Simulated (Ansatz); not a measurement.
Geometry optimisation, Ansatz 0.2.0, UKS PBE0-D4/6-31G*.

Input file:

```yaml
crystal:
  periodic: [false, false, false]
  atoms:
    - { symbol: C, position_ang: [-0.2604, -0.6731, -0.0592] }
    - { symbol: "N", position_ang: [0.4091, 0.5774, 0.3234] }
    - { symbol: H, position_ang: [-1.3828, -0.7661, 0.1925] }
    - { symbol: H, position_ang: [0.2749, -1.4211, -0.5989] }
    - { symbol: H, position_ang: [1.1888, 0.8038, -0.3153] }
    - { symbol: H, position_ang: [-0.1875, 1.4151, 0.4113] }
magnetization:
  spin_polarized: true
  initial_magnetization: 1
basis:
  gaussian: { orbitals: "6-31G*" }
hamiltonian:
  xc: pbe0
  dispersion: d4
relax:
  f_tol: 0.02
  max_steps: 40
output:
  orbitals: {}
```

Launched with:

```bash
$ ansatz run input.yaml --threads 1 --pin off --max-ram 2048MiB --backend cpu --events-out ev --progress --plain --runs-dir out
```

**Question.** Where does it end, and by what steps?

**Answer.** The run converged. After 5 steps the energy has fallen by 0.297 eV; C1 moved furthest, 0.21 Å.

```json
{"step": "0", "energy less start (eV)": "0.0000", "largest force component (eV/Å)": "2.717", "accepted": "yes"}
{"step": "1", "energy less start (eV)": "-0.2263", "largest force component (eV/Å)": "0.958", "accepted": "yes"}
{"step": "2", "energy less start (eV)": "-0.2908", "largest force component (eV/Å)": "0.450", "accepted": "yes"}
{"step": "3", "energy less start (eV)": "-0.2957", "largest force component (eV/Å)": "0.089", "accepted": "yes"}
{"step": "4", "energy less start (eV)": "-0.2968", "largest force component (eV/Å)": "0.025", "accepted": "yes"}
{"step": "5", "energy less start (eV)": "-0.2969", "largest force component (eV/Å)": "0.003", "accepted": "yes"}
```

```xyz
6
Properties=species:S:1:pos:R:3
C -0.328 -0.561 -0.220
N 0.375 0.537 0.273
H -1.280 -0.766 0.259
H 0.276 -1.414 -0.514
H 1.195 0.781 -0.268
H -0.195 1.360 0.424
```

Whether the end is a true minimum wasn't checked by a vibrational analysis.

Time of the run: 7.4 s on 1 thread of Arm Neoverse V2, with other jobs on the host, peak memory 0.11 GiB.
